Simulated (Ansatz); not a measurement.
Take a crystal in which Sc has been replaced by Ga on all its sites, with the cell rescaled by a rough guess (in some cases also distorted within its space group) and nothing relaxed:

```
Ga Nb
1.0
     2.84136    0.00000    0.00000
    -1.42068    2.46069    0.00000
     0.00000    0.00000    5.11824
Ga Nb
1 1
Cartesian
  0.0000 0.0000 0.0000
  0.0000 1.6405 2.5591
```

These are results of DFT PBE, scalar-relativistic, plane waves, PAW in Ansatz 0.2.0, not measurements.

Cutoff 420 eV; k points 18×18×8 on the computed 2-atom cell (Γ-centred); Gaussian smearing, width 0.10 eV; no spin polarisation.

(1) What pressure does the cell carry?

(2) Is it a metal on this mesh?

(3) What is its energy against the elements in their standard states?

## Answers

(1) The pressure is -2.3 GPa (positive in compression), so the cell would contract.

(2) Yes, a band crosses the Fermi level.

(3) -0.006 eV/atom at this unrelaxed geometry, with the elements in the same functional.